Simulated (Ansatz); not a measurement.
Born–Oppenheimer molecular dynamics of C₄H₆O₂ (12 atoms, charge 0, multiplicity 1). It goes on from the last frame of an earlier run, with new velocities.

Method: UHF/STO-3G (Ansatz 0.2.0).

- ensemble: NVT, Langevin thermostat
- time step: 0.5 fs
- steps asked: 266
- set temperature: 2000 K
- friction: 0.02 /fs
- seed: 506431

Frames 5 fs apart, positions in Å, forces in eV/Å.

Velocities at 60.0 fs (Å/ps):

```
C -8.26 9.27 -9.51
C -8.38 -10.64 -0.12
C 3.84 -2.29 8.95
O 8.05 -3.61 -18.51
C 16.86 -14.43 12.40
O -16.07 17.71 -10.04
H 39.62 26.92 40.79
H 20.86 -20.79 -68.73
H -59.87 -34.16 47.19
H -16.46 -115.21 43.90
H 96.57 66.30 36.46
H -13.89 4.63 -15.33
```

```xyz
12
Properties=species:S:1:pos:R:3:forces:R:3 time_fs=60.0 energy_less_start_eV=0.019 T=2655
C -0.419 -2.286 -0.081 0.19 -4.73 4.97
C 0.071 -1.250 0.597 0.35 -2.51 3.85
C -0.202 0.023 0.401 1.20 5.39 -4.88
O -0.217 1.097 1.251 -1.16 1.50 -1.30
C 0.165 0.573 -1.144 -1.24 2.82 4.56
O -0.289 1.975 -1.098 0.40 1.07 -2.81
H -0.650 -3.291 0.243 0.61 0.04 1.05
H -0.546 -2.249 -1.026 -1.37 0.98 -8.40
H -0.523 1.738 0.507 0.74 0.38 2.42
H 1.193 0.424 -1.205 3.18 0.87 0.06
H -0.139 -0.064 -1.882 -2.77 -1.71 -2.84
H -0.117 2.628 -1.958 -0.12 -4.11 3.32
12
Properties=species:S:1:pos:R:3:forces:R:3 time_fs=65.0 energy_less_start_eV=1.229 T=1717
C -0.459 -2.282 -0.139 -0.25 -5.01 -3.47
C 0.028 -1.298 0.636 -0.57 1.81 1.66
C -0.155 0.054 0.396 -0.57 -1.44 -5.78
O -0.183 1.092 1.171 -1.54 5.79 5.37
C 0.229 0.551 -1.015 0.35 -0.37 -6.23
O -0.356 2.047 -1.151 2.42 -5.42 2.55
H -0.537 -3.224 0.500 -0.12 0.86 -2.43
H -0.529 -2.305 -1.385 0.08 0.01 5.20
H -0.826 1.792 0.783 1.68 -1.87 0.42
H 1.345 0.110 -1.009 -1.99 3.94 -0.47
H -0.074 -0.025 -2.085 -0.28 1.91 4.60
H -0.127 2.393 -2.031 0.80 -0.21 -1.43
12
Properties=species:S:1:pos:R:3:forces:R:3 time_fs=70.0 energy_less_start_eV=-0.052 T=2013
C -0.482 -2.334 -0.231 2.02 1.85 6.44
C -0.023 -1.303 0.707 -1.83 0.55 -3.95
C -0.120 0.060 0.294 -1.54 -0.19 4.88
O -0.150 1.147 1.168 4.48 -3.22 3.74
C 0.279 0.560 -0.968 -2.62 7.61 -3.38
O -0.372 2.017 -1.174 2.70 -4.07 1.12
H -0.564 -3.150 0.417 -0.68 -2.96 -0.47
H -0.588 -2.357 -1.250 -0.26 0.23 -2.83
H -0.860 1.704 0.988 -4.04 2.61 -1.83
H 1.321 0.564 -1.005 2.60 0.53 -0.86
H -0.173 0.181 -1.798 -0.75 -3.23 -2.97
H -0.152 2.129 -2.140 -0.07 0.29 0.10
12
Properties=species:S:1:pos:R:3:forces:R:3 time_fs=75.0 energy_less_start_eV=-0.168 T=2471
C -0.459 -2.359 -0.228 -1.42 -2.83 0.03
C -0.117 -1.278 0.687 -1.17 -1.03 -3.51
C -0.105 0.055 0.231 0.48 3.71 6.53
O -0.108 1.189 1.231 -3.61 -1.12 -1.68
C 0.282 0.703 -1.015 2.31 -3.26 -5.37
O -0.330 1.931 -1.206 -2.31 2.46 -3.75
H -0.797 -3.400 0.175 1.28 2.76 -0.77
H -0.710 -2.280 -1.363 0.87 0.59 3.02
H -1.045 1.654 0.998 3.38 -1.58 0.82
H 1.408 1.079 -1.113 -2.15 -3.20 0.16
H -0.207 -0.030 -1.840 3.08 1.91 1.69
H -0.244 1.906 -2.244 -0.74 1.57 2.84
12
Properties=species:S:1:pos:R:3:forces:R:3 time_fs=80.0 energy_less_start_eV=-0.651 T=2853
C -0.408 -2.393 -0.191 0.27 3.19 -3.40
C -0.268 -1.245 0.570 0.16 0.87 1.77
C -0.038 0.112 0.285 1.41 2.64 -0.11
O -0.082 1.196 1.284 -1.18 -2.49 -1.61
C 0.335 0.778 -1.134 3.72 -7.70 5.14
O -0.317 1.879 -1.264 -6.70 7.32 -0.38
H -0.974 -3.236 -0.059 -1.17 -2.86 1.92
H -0.563 -2.082 -1.229 0.70 -0.57 -0.32
H -1.010 1.495 1.051 0.49 0.69 0.72
H 1.320 1.097 -1.161 4.04 -0.43 0.82
H 0.313 -0.009 -1.814 -1.20 -1.60 -2.58
H -0.430 1.985 -2.206 -0.54 0.94 -1.96
12
Properties=species:S:1:pos:R:3:forces:R:3 time_fs=85.0 energy_less_start_eV=-0.432 T=2792
C -0.376 -2.433 -0.181 -2.45 1.65 -3.85
C -0.399 -1.174 0.479 0.17 0.54 2.42
C 0.053 0.178 0.309 -0.11 -1.88 -3.64
O -0.046 1.168 1.301 1.46 -0.97 0.06
C 0.477 0.703 -1.198 2.58 0.71 -0.81
O -0.368 1.906 -1.367 0.40 -0.25 1.42
H -1.177 -3.259 -0.027 2.31 1.96 0.16
H -0.295 -2.066 -1.287 0.31 -2.56 1.89
H -0.924 1.553 1.171 -1.40 0.80 -0.28
H 1.600 0.949 -1.079 -2.16 0.93 0.23
H 0.677 0.004 -2.127 -2.50 0.93 2.60
H -0.716 2.198 -2.259 1.39 -1.86 -0.19
12
Properties=species:S:1:pos:R:3:forces:R:3 time_fs=90.0 energy_less_start_eV=0.521 T=1769
C -0.372 -2.460 -0.235 -0.23 5.62 2.67
C -0.501 -1.111 0.462 1.69 -1.92 -2.25
C 0.111 0.206 0.248 -2.29 -4.16 -3.07
O -0.024 1.102 1.278 -2.62 4.05 1.67
C 0.637 0.625 -1.226 -4.78 7.44 5.04
O -0.418 1.915 -1.437 2.03 -1.80 -0.47
H -1.135 -3.110 0.066 -1.04 -1.86 0.15
H 0.053 -2.505 -1.206 0.49 -0.35 -0.97
H -0.974 1.652 1.307 3.94 -2.86 -1.22
H 1.623 0.931 -0.899 0.75 1.01 -1.62
H 0.589 0.059 -2.080 -0.09 -2.95 -2.15
H -0.718 2.189 -2.418 2.16 -2.22 2.22
12
Properties=species:S:1:pos:R:3:forces:R:3 time_fs=95.0 energy_less_start_eV=0.208 T=2222
C -0.378 -2.368 -0.279 -1.29 -3.09 0.08
C -0.551 -1.086 0.396 2.35 -1.39 -3.10
C 0.105 0.198 0.174 -0.56 -2.56 -0.94
O 0.003 1.048 1.262 7.62 -2.23 1.01
C 0.721 0.678 -1.192 -5.04 2.10 0.69
O -0.442 1.916 -1.482 4.00 -3.64 4.73
H -1.047 -3.241 0.045 0.87 2.22 -0.10
H 0.296 -2.890 -1.085 -0.90 3.06 1.99
H -0.793 1.449 1.209 -7.08 3.68 -0.65
H 1.770 1.052 -0.977 -1.54 -0.28 -1.34
H 0.517 -0.094 -2.039 1.40 1.77 2.09
H -0.374 1.935 -2.419 0.18 0.36 -4.47
12
Properties=species:S:1:pos:R:3:forces:R:3 time_fs=100.0 energy_less_start_eV=0.021 T=2344
C -0.411 -2.344 -0.311 -1.29 -1.71 1.24
C -0.570 -1.087 0.247 0.68 0.08 -0.78
C 0.080 0.158 0.128 2.27 0.88 1.55
O 0.069 1.015 1.274 -4.90 1.10 -1.53
C 0.720 0.770 -1.122 -3.37 3.45 0.74
O -0.388 1.901 -1.545 6.91 -5.66 -4.90
H -0.969 -3.229 0.014 -0.91 0.98 0.00
H 0.475 -2.751 -0.704 1.95 0.55 -1.07
H -0.933 1.388 1.101 3.93 -0.66 1.61
H 1.746 1.161 -1.330 -0.85 0.44 2.32
H 0.738 -0.026 -1.772 -0.95 -2.37 -2.90
H 0.026 1.657 -2.559 -3.48 2.92 3.72
12
Properties=species:S:1:pos:R:3:forces:R:3 time_fs=105.0 energy_less_start_eV=-1.153 T=3186
C -0.410 -2.368 -0.315 3.62 0.60 -0.07
C -0.577 -1.087 0.086 -1.39 -0.42 0.43
C 0.050 0.098 0.132 2.03 6.16 1.70
O 0.104 0.958 1.286 -1.03 -0.79 0.54
C 0.642 0.895 -1.058 1.61 -4.87 -6.18
O -0.268 1.826 -1.635 -1.75 0.28 1.16
H -1.084 -3.127 -0.032 -0.87 -1.37 -0.24
H 0.695 -2.543 -0.480 -2.00 -1.07 -0.07
H -0.704 1.555 1.216 0.63 -0.58 -0.20
H 1.643 1.392 -1.258 -0.60 -0.95 2.94
H 0.774 -0.052 -1.772 -0.49 2.85 0.99
H -0.022 1.823 -2.576 0.24 0.16 -0.99
12
Properties=species:S:1:pos:R:3:forces:R:3 time_fs=110.0 energy_less_start_eV=-0.969 T=2986
C -0.361 -2.425 -0.297 0.21 1.53 0.85
C -0.588 -1.086 -0.084 -0.75 -1.07 1.07
C 0.020 0.108 0.166 0.41 3.67 -3.71
O 0.140 0.893 1.292 2.61 -3.59 2.74
C 0.617 0.959 -1.080 4.01 -2.35 3.32
O -0.204 1.780 -1.737 -5.75 5.26 0.32
H -1.208 -3.138 -0.184 1.65 0.20 -0.63
H 0.743 -2.563 -0.265 -1.40 -1.78 -0.17
H -0.472 1.600 1.297 -2.75 2.64 -0.78
H 1.518 1.535 -0.561 -1.89 -1.77 -2.01
H 0.848 0.224 -1.806 2.36 -1.67 -0.60
H -0.129 1.860 -2.702 1.31 -1.08 -0.39
12
Properties=species:S:1:pos:R:3:forces:R:3 time_fs=115.0 energy_less_start_eV=-0.497 T=2747
C -0.323 -2.439 -0.247 -0.80 -0.44 0.09
C -0.620 -1.108 -0.215 0.90 0.80 2.07
C -0.004 0.146 0.157 -1.64 -2.02 -5.93
O 0.143 0.790 1.341 -3.16 5.10 2.70
C 0.646 0.954 -1.056 1.46 -2.96 0.71
O -0.244 1.817 -1.810 0.76 0.14 -3.74
H -1.079 -3.193 -0.484 0.26 0.45 -0.19
H 0.630 -2.859 0.061 0.06 0.33 -0.03
H -0.441 1.771 1.319 2.86 -5.23 -0.32
H 1.302 1.371 -0.234 0.86 1.78 -3.35
H 1.203 0.209 -1.792 -1.21 2.15 2.49
H -0.029 1.733 -2.893 -0.36 -0.10 5.51
```

Of the whole run (133 fs, mean temperature of the second half 2325 K): The mean temperature of the second half is 16 % above the set value. A run of 0.13 ps of so small a system gives no equilibrium averages. Limits of this set-up: minimal basis.

Run time: 4.2 min on 1 thread of Arm Neoverse V1, with other jobs on the host, peak memory 0.099 GiB.
